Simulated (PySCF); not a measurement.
Gas-phase reaction: HBNH + 2 BH → H2BNH2 + 2 B

Method: PySCF energies plus ideal-gas RRHO corrections (1 bar). † marks an energy on the PBE0/def2-TZVP geometry and frequencies; other levels use their own. MP2 freezes the core. 6-31G* has spherical d functions here. Open shells (unrestricted): B (multiplicity 2, electronic degeneracy 6); the rest are closed-shell singlets. Spin-orbit splitting is ignored; it lowers the true energy and changes the entropy of B. B3LYP is the form with VWN-RPA correlation. HBNH, H2BNH2: computed as isolated molecules; such fragments, hydroxides, amides, oligomers or adducts are transient or little studied in the gas. MP2 isn't extrapolated to the basis-set limit; its ΔH°(298 K) is 109.8 kJ in def2-SVP and 110.3 kJ in def2-TZVPP. The harmonic model lacks anharmonicity and excited electronic states, which grow with temperature; levels with a mode under 35 cm⁻¹ are left out.

```csv
level,"ΔE electronic, kJ","ΔH°(298 K), kJ","ΔS°(298 K), J/K","ΔG°(1400 K), kJ"
B3LYP/6-31G*,76,104,-18,135
B3LYP/def2-TZVP†,85,112,-18,144
M06-2X/def2-TZVP†,93,120,-18,153
MP2/def2-TZVPP†,83,110,-18,143
PBE/def2-SVP,80,106,-18,136
PBE0/def2-TZVP,61,88,-18,120
LDA/def2-TZVP†,89,117,-18,149
ωB97M-V/def2-TZVP†,97,125,-18,157
ωB97X-V/def2-TZVP†,73,100,-18,133
```
ΔH° is lowest at PBE0/def2-TZVP and highest at ωB97M-V/def2-TZVP†. No reference value is set beside these.
